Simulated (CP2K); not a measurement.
# SiH3Cl (chlorosilane): GFN1-xTB

Aim: the energy difference between two shapes of SiH3Cl (chlorosilane) at GFN1-xTB, from 2 runs. 

The calculation is run with CP2K 2026.2.

1 further run of the same task is left out (set aside as unsound or not needed).

**1. The structure to begin with**

The species is SiH3Cl (5 atoms), meant as a singlet with charge 0. SMILES: `[SiH3]Cl`. The shape is that of a PBE0-D4/def2-TZVP optimisation.

Bond lengths: Si1–Cl2 2.054 Å, Si1–H3 1.481 Å, Si1–H4 1.481 Å, Si1–H5 1.481 Å. Angles: Cl2–Si1–H3 108.5°, Cl2–Si1–H4 108.5°, Cl2–Si1–H5 108.5°, H3–Si1–H4 110.4°, H3–Si1–H5 110.4°, H4–Si1–H5 110.4°.

**2. Energy and forces at GFN1-xTB**

Input file run.inp:

```
&FORCE_EVAL
   METHOD QS
   &DFT
      CHARGE 0
      MULTIPLICITY 1
      &QS
         METHOD XTB
         EPS_DEFAULT 1.0E-10
         &XTB
            GFN_TYPE 1
            CHECK_ATOMIC_CHARGES F
         &END XTB
      &END QS
      &POISSON
         PERIODIC NONE
         POISSON_SOLVER ANALYTIC
      &END POISSON
      &SCF
         SCF_GUESS ATOMIC
         EPS_SCF 1.0E-06
         MAX_SCF 50
         &OT ON
            MINIMIZER DIIS
            PRECONDITIONER FULL_ALL
         &END OT
         &OUTER_SCF
            EPS_SCF 1.0E-06
            MAX_SCF 8
         &END OUTER_SCF
      &END SCF
      &PRINT
         &MOMENTS
            PERIODIC F
            REFERENCE COM
            MAX_MOMENT 1
         &END MOMENTS
         &MO_CUBES
            NLUMO 5
            NHOMO -1
            WRITE_CUBE F
         &END MO_CUBES
         &HIRSHFELD OFF
         &END HIRSHFELD
      &END PRINT
   &END DFT
   &SUBSYS
      &CELL
         ABC [angstrom] 12.8 12.1 12.4
         PERIODIC NONE
      &END CELL
      &COORD
         UNIT bohr
         Si    -0.2116493     0.0351489    -0.0583925
         Cl     3.4738835    -0.9703744     0.6234206
         H     -1.7969406    -0.9227533     2.0392035
         H     -1.0104366    -1.1068126    -2.4848009
         H     -0.3605597     2.8258964    -0.1978543
      &END COORD
      &TOPOLOGY
         &CENTER_COORDINATES
         &END CENTER_COORDINATES
      &END TOPOLOGY
   &END SUBSYS
   &PRINT
      &FORCES ON
      &END FORCES
   &END PRINT
&END FORCE_EVAL

&GLOBAL
   PROJECT run
   RUN_TYPE ENERGY_FORCE
   PRINT_LEVEL MEDIUM
&END GLOBAL
```

Run with:

```bash
$ OMP_NUM_THREADS=1 cp2k.psmp -i run.inp > run.out 2>&1
```

The program printed (excerpt; [...] marks lines left out):

```text
CP2K| version string:                                       CP2K version 2026.2
[...]
 GLOBAL| Method name                                                        CP2K
[...]
 GLOBAL| Run type                                                   ENERGY_FORCE
[...]
                             - Atoms:                                          5
[...]
                             - Spherical basis functions:                     24
[...]
 Number of electrons:                                                         14
[...]
     1 OT DIIS     0.15E+00    0.0     0.03046127        -7.7968452998 -7.80E+00
[...]
     8 OT DIIS     0.15E+00    0.0     0.00000011        -7.8034093750 -1.61E-11
  *** SCF run converged in     8 steps ***
[...]
 TB_DIPOLE| Moment [Debye]         -0.31826913       0.08691182      -0.05903839
 TB_DIPOLE| Derivative [a.u.]       0.00000000       0.00000000       0.00000000
[...]
 ENERGY| Total FORCE_EVAL ( QS ) energy [hartree]             -7.803409374984004
 FORCES| Atomic forces [hartree/bohr]
 FORCES|   Atom     x               y               z               |f|
 FORCES|      1  1.34789692E-02 -3.68618288E-03  2.51918352E-03   1.41991845E-02
 FORCES|      2 -2.09283789E-02  5.71105130E-03 -3.87347029E-03   2.20367176E-02
 FORCES|      3  5.38002656E-03  3.96683407E-03 -8.34760122E-03   1.06940593E-02
 FORCES|      4  2.30147297E-03  4.67376288E-03  9.30781237E-03   1.06665931E-02
 FORCES|      5 -2.32089832E-04 -1.06654654E-02  3.94075621E-04   1.06752664E-02
 FORCES| Sum     2.09522070E-17  3.46944695E-18  1.09504419E-17
 FORCES| Total atomic force                                       2.38944391E-17
[...]
```

Wall time 0.95 s (1 thread of Intel Xeon 6975P-C (Granite Rapids), shared host); peak memory 0.19 GiB.

**3. The distorted shape at the same level**

Input file mol.inp:

```
&global
    project mol
    run_type ENERGY_FORCE
    print_level MEDIUM
&end global

&force_eval
    method QUICKSTEP
    &dft
        &qs
            method XTB
            eps_default 1.0E-10
            &xtb
                gfn_type 1
                check_atomic_charges F
            &end xtb
        &end qs
        &poisson
            periodic NONE
            poisson_solver ANALYTIC
        &end poisson
        &scf
            scf_guess ATOMIC
            eps_scf 1.0E-06
            max_scf 50
            &ot
                minimizer DIIS
                preconditioner FULL_ALL
            &end ot
            &outer_scf
                eps_scf 1.0E-06
                max_scf 8
            &end outer_scf
        &end scf
        &print
            &moments
                periodic F
                reference COM
                max_moment 1
            &end moments
            &mo_cubes
                nlumo 5
                nhomo -1
                write_cube F
            &end mo_cubes
            &hirshfeld OFF
            &end hirshfeld
        &end print
    &end dft
    &subsys
        &cell
            abc 12.8 12.1 12.3
            periodic NONE
        &end cell
        &coord
            UNIT bohr
            Si    -0.1734939     0.0796142    -0.0158076
            Cl     3.4712946    -0.9326554     0.6176116
            H     -1.8450454    -0.8872718     1.9693346
            H     -0.9711510    -1.1482600    -2.4389788
            H     -0.3693470     2.8225006    -0.2420834
        &end coord
        &topology
            &center_coordinates
            &end center_coordinates
        &end topology
    &end subsys
    &print
        &forces ON
        &end forces
    &end print
&end force_eval
```

Run with:

```bash
$ OMP_NUM_THREADS=1 cp2k.psmp mol.inp > mol.out
```

The program printed (excerpt; [...] marks lines left out):

```text
CP2K| version string:                                       CP2K version 2026.2
[...]
 GLOBAL| Method name                                                        CP2K
[...]
 GLOBAL| Run type                                                   ENERGY_FORCE
[...]
                             - Atoms:                                          5
[...]
                             - Spherical basis functions:                     24
[...]
 Number of electrons:                                                         14
[...]
     1 OT DIIS     0.15E+00    0.0     0.02800423        -7.7983689223 -7.80E+00
[...]
     8 OT DIIS     0.15E+00    0.0     0.00000023        -7.8041774570 -6.75E-11
  *** SCF run converged in     8 steps ***
[...]
 TB_DIPOLE| Moment [Debye]         -0.14421695       0.12096792       0.06036185
 TB_DIPOLE| Derivative [a.u.]       0.00000000       0.00000000       0.00000000
[...]
 ENERGY| Total FORCE_EVAL ( QS ) energy [hartree]             -7.804177456998018
 FORCES| Atomic forces [hartree/bohr]
 FORCES|   Atom     x               y               z               |f|
 FORCES|      1  5.71155863E-03 -1.04339889E-02 -8.96053513E-03   1.48923207E-02
 FORCES|      2 -1.37723238E-02  4.38722930E-03 -8.53157903E-04   1.44793841E-02
 FORCES|      3  4.53582383E-03  3.16082112E-03 -2.65693036E-03   6.13382156E-03
 FORCES|      4  3.42227704E-03  7.48861087E-03  1.15063992E-02   1.41487983E-02
 FORCES|      5  1.02664333E-04 -4.60267236E-03  9.64224233E-04   4.70370717E-03
 FORCES| Sum    -3.57651192E-17 -1.16226473E-16 -5.52943108E-18
 FORCES| Total atomic force                                       1.21730487E-16
[...]
```

It took 1 s on 1 thread of Intel Xeon 6975P-C (Granite Rapids), shared host; peak memory 0.19 GiB.

**4. What came out**

At GFN1-xTB:

| quantity | value |
| --- | --- |
| first shape: total energy | -7.80341 Eh |
| first shape: dipole moment (from atomic charges alone) | 0.34 D |
| first shape: HOMO energy | -12.61 eV |
| first shape: dispersion energy | -2.97 kJ/mol |
| first shape: largest force on an atom | 1.133 eV/Å |
| distorted shape: total energy | -7.80418 Eh |
| distorted shape: dipole moment (from atomic charges alone) | 0.20 D |
| distorted shape: HOMO energy | -12.52 eV |
| distorted shape: dispersion energy | -2.97 kJ/mol |
| distorted shape: largest force on an atom | 0.766 eV/Å |
| energy change with the atoms displaced | -0.021 eV |

With the atoms displaced the energy falls by 0.02 eV (0.5 kcal/mol). The first shape isn't relaxed at this level, so the change isn't measured from a minimum. The largest force (first shape) is 1.13 eV/Å: the shape isn't a stationary point for this species at this level. The dipole (first shape) comes from point charges on the atoms alone, without atomic dipoles, so it is partial. The dipole (distorted shape) comes from point charges on the atoms alone, without atomic dipoles, so it is partial.
